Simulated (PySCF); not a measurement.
# SO₂: breathing scan

These are results of r2SCAN/[S def2-TZVP, O def2-TZVP], no relativity, density fitting, PySCF, not measurements.

Rigid scan from the singlet minimum (S–O 1.442 Å (×2); O–S–O 118.8°). Coordinate: all bonds to the central atom scaled together. Energies in kJ/mol from the minimum.

```tsv
scale of all bonds to the centre	E (kJ/mol)	dipole size (D)
0.88	274.5	1.07
0.92	106.3	1.27
0.96	23.3	1.45
1.00	0.0	1.61
1.04	18.0	1.76
1.08	63.9	1.88
1.14	164.7	2.03
1.22	327.6	2.17
1.35	601.9	2.28
```

At long bonds a restricted determinant can lie too high, and another spin state can fall below this curve.

Other isomers or separated fragments may lie lower.
